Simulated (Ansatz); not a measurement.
`CNC(=N)O`. Charge 0, multiplicity 1.

```tsv
atom	x (Å)	y (Å)	z (Å)
C1	1.1602	0.8139	0.7499
N2	0.4517	-0.4053	0.4657
C3	-0.6278	-0.3975	-0.3526
N4	-1.1611	0.6780	-0.7710
O5	-1.0176	-1.6776	-0.6065
H6	1.8895	0.6230	1.5373
H7	1.6755	1.2157	-0.1297
H8	0.4555	1.5704	1.0949
H9	0.9416	-1.2792	0.5339
H10	-1.9963	0.5104	-1.3202
H11	-1.7713	-1.6517	-1.2016
```

Give the diagnostics of a CCSD(T)/def2-TZVPP run (frozen core, the Gaussian-basis code of Ansatz). (An estimate is asked.)

Computed: T1 = 0.0124, largest single amplitude 0.021, largest double 0.033, (T) share of the correlation energy 4.0 %, 9 CCSD cycles. The RHF solution is stable towards an unrestricted one. T1 lies under the customary mark of 0.02 for closed shells.
